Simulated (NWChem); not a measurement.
All runs are NWChem calculations. System: fluorine (F2), charge 0, spin multiplicity 1, at a geometry optimised with PBE0/def2-SVP. Level: CIS/def2-SVPD.

The NWChem input:

```
start mol
memory heap 200 mb stack 800 mb global 1000 mb
geometry units angstroms nocenter noautoz
  F      0.000000     0.000000     0.688226
  F      0.000000     0.000000    -0.688226
  symmetry group D2h
end
basis spherical
  * library def2-svpd
end
dft
  xc hfexch
  semidirect memsize 60000000 filesize 0
  iterations 100
end
tddft
  cis
  nroots 8
  notriplet
  thresh 1e-4
end
task tddft energy
```

Output (cleaned and shortened):

```
             Northwest Computational Chemistry Package (NWChem) 7.3.0
             --------------------------------------------------------

                                NWChem Input Module
                                -------------------

 Scaling coordinates for geometry "geometry" by  1.889725989
 (inverse scale =  0.529177249)

 Turning off AUTOSYM since
 SYMMETRY directive was detected!

                             Geometry "geometry" -> ""
                             -------------------------

 Output coordinates in angstroms (scale by  1.889725989 to convert to a.u.)

  No.       Tag          Charge          X              Y              Z
 ---- ---------------- ---------- -------------- -------------- --------------
    1 F                    9.0000     0.00000000     0.00000000     0.68822600
    2 F                    9.0000     0.00000000     0.00000000    -0.68822600

 Effective nuclear repulsion energy (a.u.)      31.1404663359

            Nuclear Dipole moment (a.u.)
            ----------------------------
        X                 Y               Z
 ---------------- ---------------- ----------------
     0.0000000000     0.0000000000     0.0000000000

      Symmetry information
      --------------------

 Group name             D2h
 Group number             26
 Group order               8
 No. of unique centers     1

      Symmetry unique atoms

     1


 Summary of "ao basis" -> "" (spherical)
 ------------------------------------------------------------------------------
       Tag                 Description            Shells   Functions and Types
 ---------------- ------------------------------  ------  ---------------------
 *                         def2-svpd                  on all atoms

  xc_inp: hfexch multiplicative factor not found.

                                 NWChem DFT Module
                                 -----------------

 Summary of "ao basis" -> "ao basis" (spherical)
 ------------------------------------------------------------------------------
       Tag                 Description            Shells   Functions and Types
[...]
     Transition Moments   XX  0.00000  XY  0.00000  XZ -1.05817
     Transition Moments   YY  0.00000  YZ -0.00050  ZZ -0.00000
     Dipole Oscillator Strength                    0.0000000000
     Electric Quadrupole                           0.0000012006
     Magnetic Dipole                               0.0000028808
     Total Oscillator Strength                     0.0000040814

          sigma_e =   2.1114 Angstrom
          sigma_h =   0.9567 Angstrom
         |d_h->e| =   0.0000 Angstrom
            d_exc =   2.1092 Angstrom
            d_CD1 =   1.1547 Angstrom
            d_CD2 =  -1.5340 Angstrom
            d_CD3 =   2.1092 Angstrom
     Pearson C.C. =   0.2288

     Occ.    6  b3u ---  Virt.   10  b1u      0.14097
     Occ.    6  b3u ---  Virt.   11  b1u      0.14440
     Occ.    6  b3u ---  Virt.   18  b1u     -0.11616
     Occ.    9  b2g ---  Virt.   12  ag      -0.90725
     Occ.    9  b2g ---  Virt.   17  ag       0.34316
     Occ.    9  b2g ---  Virt.   31  ag      -0.05017
  ----------------------------------------------------------------------------
  Root   7 singlet b3g            0.586120918 a.u.               15.9492 eV
  ----------------------------------------------------------------------------
     Transition Moments    X  0.00000   Y  0.00000   Z -0.00000
     Transition Moments   XX  0.00000  XY  0.00000  XZ  0.00050
     Transition Moments   YY  0.00000  YZ -1.05818  ZZ -0.00000
     Dipole Oscillator Strength                    0.0000000000
     Electric Quadrupole                           0.0000012006
     Magnetic Dipole                               0.0000028808
     Total Oscillator Strength                     0.0000040815

          sigma_e =   2.1114 Angstrom
          sigma_h =   0.9567 Angstrom
         |d_h->e| =   0.0000 Angstrom
            d_exc =   2.1092 Angstrom
            d_CD1 =   1.1547 Angstrom
            d_CD2 =  -1.5340 Angstrom
            d_CD3 =   2.1092 Angstrom
     Pearson C.C. =   0.2288

     Occ.    5  b2u ---  Virt.   10  b1u      0.14096
     Occ.    5  b2u ---  Virt.   11  b1u      0.14439
     Occ.    5  b2u ---  Virt.   18  b1u     -0.11617
     Occ.    8  b3g ---  Virt.   12  ag      -0.90725
     Occ.    8  b3g ---  Virt.   17  ag       0.34316
     Occ.    8  b3g ---  Virt.   31  ag      -0.05017
  ----------------------------------------------------------------------------
  Root   8 singlet b3u            0.608265644 a.u.               16.5518 eV
  ----------------------------------------------------------------------------
     Transition Moments    X  0.36670   Y  0.00000   Z -0.00000
     Transition Moments   XX -0.00000  XY  0.00000  XZ  0.00000
     Transition Moments   YY -0.00000  YZ  0.00000  ZZ -0.00000
     Dipole Oscillator Strength                    0.0545289468
     Electric Quadrupole                           0.0000000000
     Magnetic Dipole                               0.0000000000
     Total Oscillator Strength                     0.0545289468

          sigma_e =   2.7696 Angstrom
          sigma_h =   0.9559 Angstrom
         |d_h->e| =   0.0000 Angstrom
            d_exc =   2.6674 Angstrom
            d_CD1 =   1.8137 Angstrom
            d_CD2 =  -1.8628 Angstrom
            d_CD3 =   2.6674 Angstrom
     Pearson C.C. =   0.2775

     Occ.    6  b3u ---  Virt.   12  ag       0.28704
     Occ.    9  b2g ---  Virt.   10  b1u     -0.51044
     Occ.    9  b2g ---  Virt.   11  b1u     -0.78136
     Occ.    9  b2g ---  Virt.   18  b1u      0.20153
     Occ.    9  b2g ---  Virt.   25  b1u      0.05448

              Target root =      1
          Target symmetry = none
      Ground state energy =   -198.518467056503
        Excitation energy =      0.205447185759
     Excited state energy =   -198.313019870744

  stored tddft:energy   -198.31301987074372

 Task  times  cpu:        3.1s     wall:        3.1s

 Total times  cpu:        3.2s     wall:        3.2s
```
